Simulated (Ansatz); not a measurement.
**BH3Cl (doublet): from Hartree-Fock to the top rungs at distance B1–H4 along a hydrogen transfer = 1.110 Å, cc-pVDZ**

Aim: climb from Hartree-Fock through coupled cluster and multireference methods for BH3Cl (doublet) at one geometry and basis, and see what each rung misses.

Method: cc-pVDZ, core rule «outside noble gas», up to 6 orbitals frozen; program: Ansatz 0.2.0, Gaussian basis.

To be run: UHF; CCSD(T) on ROHF; CCSD(T) on UHF; BCCD(T) on ROHF; CISD; CCSDT(Q) on ROHF; CCSDT(Q) on UHF; CASSCF and MRCISD+Q, 3 electrons in 3 orbitals; CASSCF and NEVPT2, 3 electrons in 3 orbitals.

7 further runs of the same task are left out: 1 for a known fault of the program, 6 that didn't finish.

## (1) The system

The geometry derives from fragments relaxed apart (PBE0/def2-TZVP) and kept rigid, so it is no stationary point. A hydrogen atom is moved between rigid fragments.

5 atoms, charge 0, spin multiplicity 2.

Atoms are counted from 1 here; the program's logs count them from 0.

Bond lengths: B1–H2 1.193 Å, B1–H3 1.193 Å, B1–H4 1.110 Å. Angles: H2–B1–H3 120.0°, H2–B1–H4 120.0°, H3–B1–H4 120.0°.

## (2) UHF

in.yaml reads:

```yaml
crystal:
  periodic: [false, false, false]
  atoms:
    - {symbol: B, position_ang: [-2.359054, 0.000000, 0.000000]}
    - {symbol: H, position_ang: [-2.955787, 1.033571, 0.000000]}
    - {symbol: H, position_ang: [-2.955787, -1.033571, 0.000000]}
    - {symbol: H, position_ang: [-1.249054, 0.000000, 0.000000]}
    - {symbol: Cl, position_ang: [0.922946, 0.000000, 0.000000]}
basis:
  gaussian: {orbitals: cc-pVDZ}
magnetization: {spin_polarized: true, initial_magnetization: 1}
hamiltonian: {xc: hf}
output: {orbitals: {seedname: orbitals}}
```

Started as:

```sh
> ansatz run in.yaml --threads 1 --pin off --events-out ev --progress --plain --max-ram 2393MiB
```

Further steps of the session: CCSD(T) on ROHF; CCSD(T) on UHF; BCCD(T) on ROHF; CISD; CCSDT(Q) on ROHF; CCSDT(Q) on UHF; CASSCF and MRCISD+Q, 3 electrons in 3 orbitals; CASSCF and NEVPT2, 3 electrons in 3 orbitals.

**Question.** What will the summary of the whole plan be? Wanted: UCCSDT(Q) below the RHF energy; RMP2 from UCCSDT(Q); UMP2 from UCCSDT(Q); RCCSD from UCCSDT(Q); RCCSD(T) from UCCSDT(Q); UCCSD(T) from UCCSDT(Q); RCCSDT(Q) from UCCSDT(Q); NEVPT2 pair from UCCSDT(Q); MRCISD+Q pair from UCCSDT(Q).

The runs gave:

```
                         quantity                                                                  value
   UCCSDT(Q) below the RHF energy                                                             -6.9111 eV
              RMP2 from UCCSDT(Q)                                                          +114.2 kJ/mol
              UMP2 from UCCSDT(Q)                                                          +115.9 kJ/mol
             RCCSD from UCCSDT(Q)                                                           +10.3 kJ/mol
          RCCSD(T) from UCCSDT(Q)                                                            +2.1 kJ/mol
          UCCSD(T) from UCCSDT(Q)                                                            +2.1 kJ/mol
         RCCSDT(Q) from UCCSDT(Q)                                                             0.0 kJ/mol
       NEVPT2 pair from UCCSDT(Q)                                                          +114.4 kJ/mol
     MRCISD+Q pair from UCCSDT(Q)                                                            +0.8 kJ/mol
levels within 1 kcal/mol (43 meV)  RCCSD(T), UCCSD(T), BCCD(T), RCCSDT, UCCSDT, RCCSDT(Q), MRCISD+Q pair
                    T1 diagnostic                                                                  0.012
```

In words: RCCSD(T) misses by +2.1 kJ/mol, 0.3 % of the correlation energy. Of the multireference levels listed MRCISD+Q pair comes nearest in total energy (+0.8 kJ/mol), which doesn't show that its space is the better one. These misses are within one basis, not against nature; the frozen cores of restricted and unrestricted runs differ, which can shift their rows.
